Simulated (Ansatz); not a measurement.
# Cerium, fcc under r²SCAN: testing the Fermi-Dirac smearing

A convergence test of the Fermi-Dirac smearing width. The geometry was relaxed under r²SCAN beforehand and stays fixed; 6 values are run, from 0.01 to 1.0 eV. Wanted are the values from which on the energy stays within 10 and 1 meV/atom, and the pressure within 0.5 GPa, of the narrowest run. Within the series other settings stay, but some runs also write fields, which adds to their time. Spin polarisation is left out.

Method: DFT r²SCAN, plane waves with PAW, scalar-relativistic, in Ansatz 0.2.0.

### Step 1. The system as given

Symmetry: Fm-3m, No. 225, cubic system. Conventional cell: a = 4.678 Å, b = 4.678 Å, c = 4.678 Å, α = 90.00°, β = 90.00°, γ = 90.00°. Around Ce (site symmetry m-3m) lie 12 Ce at 3.31 Å.

Structure file:

```cif
data_structure
_symmetry_space_group_name_H-M 'Fm-3m'
_symmetry_Int_Tables_number 225
_cell_length_a 4.6781
_cell_length_b 4.6781
_cell_length_c 4.6781
_cell_angle_alpha 90.000
_cell_angle_beta 90.000
_cell_angle_gamma 90.000
_cell_volume 102.38
loop_
_atom_site_label
_atom_site_type_symbol
_atom_site_symmetry_multiplicity
_atom_site_Wyckoff_symbol
_atom_site_fract_x
_atom_site_fract_y
_atom_site_fract_z
_atom_site_occupancy
Ce1 Ce 4 a 0.00000 0.00000 0.00000 1
```

### Step 2. Run at 0.01 eV

The run at 0.01 eV.

Contents of input.yaml:

```yaml
crystal:
  lattice:
    - [0.0, 2.3390384114, 2.3390384114]
    - [2.3390384114, 0.0, 2.3390384114]
    - [2.3390384114, 2.3390384114, 0.0]
  atoms:
    - { symbol: Ce, position: [0.0, 0.0, 0.0] }
hamiltonian:
  xc: r2scan
  pseudopotentials:
    kind: paw
    azcp:
      Ce: "pseudopotentials/Ce.paw.azcp"
basis:
  ecutwfc: 500
  fft_grid_basis: typed
kpoints:
  mp_grid: { grid: [12, 12, 12], shift: [0, 0, 0] }
magnetization:
  spin_polarized: false
scf:
  occupations: { method: fermi_dirac, width: 0.01 }
  lower_state_search: "off"
output:
  stress: true
```

The run is started by

```console
ansatz run input.yaml --threads 2 --pin off --max-ram 5120MiB --backend cpu --events-out ev --progress --plain --runs-dir out
```

### Step 3. Run at 0.03 eV

The run at 0.03 eV.

Edit input.yaml of step 2 so:

```diff
@@ -21,3 +21,3 @@
 scf:
-  occupations: { method: fermi_dirac, width: 0.01 }
+  occupations: { method: fermi_dirac, width: 0.03 }
   lower_state_search: "off"
```

### Step 4. Run at 0.2 eV

The run at 0.2 eV.

Edit input.yaml of step 3 so:

```diff
@@ -21,3 +21,3 @@
 scf:
-  occupations: { method: fermi_dirac, width: 0.03 }
+  occupations: { method: fermi_dirac, width: 0.2 }
   lower_state_search: "off"
```

### Step 5. Run at 0.3 eV

The run at 0.3 eV.

Edit input.yaml of step 4 so:

```diff
@@ -21,3 +21,3 @@
 scf:
-  occupations: { method: fermi_dirac, width: 0.2 }
+  occupations: { method: fermi_dirac, width: 0.3 }
   lower_state_search: "off"
```

### Step 6. Run at 0.6 eV

The run at 0.6 eV.

Edit input.yaml of step 5 so:

```diff
@@ -21,3 +21,3 @@
 scf:
-  occupations: { method: fermi_dirac, width: 0.3 }
+  occupations: { method: fermi_dirac, width: 0.6 }
   lower_state_search: "off"
@@ -25 +25,5 @@
   stress: true
+  write_density: true
+  write_potential: true
+  elf: true
+  volumetric_format: npy
```

### Step 7. Run at 1.0 eV

The run at 1.0 eV.

Edit input.yaml of step 6 so:

```diff
@@ -21,3 +21,3 @@
 scf:
-  occupations: { method: fermi_dirac, width: 0.6 }
+  occupations: { method: fermi_dirac, width: 1.0 }
   lower_state_search: "off"
@@ -25,5 +25 @@
   stress: true
-  write_density: true
-  write_potential: true
-  elf: true
-  volumetric_format: npy
```

(Steps that only read results are left out.)

Q: Predict the outcome of this session.

As calculated:

```
                                           quantity                       value
       E(σ → 0) stays within 10 meV/atom of 0.01 eV               up to 0.03 eV
                   E(σ → 0) stays within 1 meV/atom               up to 0.03 eV
                      pressure stays within 0.5 GPa               up to 0.03 eV
                                pressure at 0.01 eV                   -0.48 GPa
energy of a separate run on a finer mesh (15×15×15)  +5.7 meV/atom from 0.01 eV
```

**Reading.** At 1.0 eV the energy differs by -598.6 meV/atom and the pressure by +19.5 GPa. The free energy F moves by -3990.5 meV/atom over the range, and the estimate for σ → 0 by -598.6. In theory F falls as the square of the width under this scheme, but here the ratio is not steady: the mesh at narrow widths, or a density of states that varies over the wide ones, can both cause that. The mesh (12×12×12) is fixed, so the narrowest widths carry a k-point error of their own. The yardstick itself is unsettled by 5.7 meV/atom against the finer mesh, so the thresholds above hold only within this series, and wider smearing, which averages over more states, can land nearer the fine-mesh value than the narrowest does. The cell taken over is 26 % smaller than the measured one (34.37 Å³/atom, COD), which weighs on all values here. The f occupation was not searched in full, so a lower state may exist.
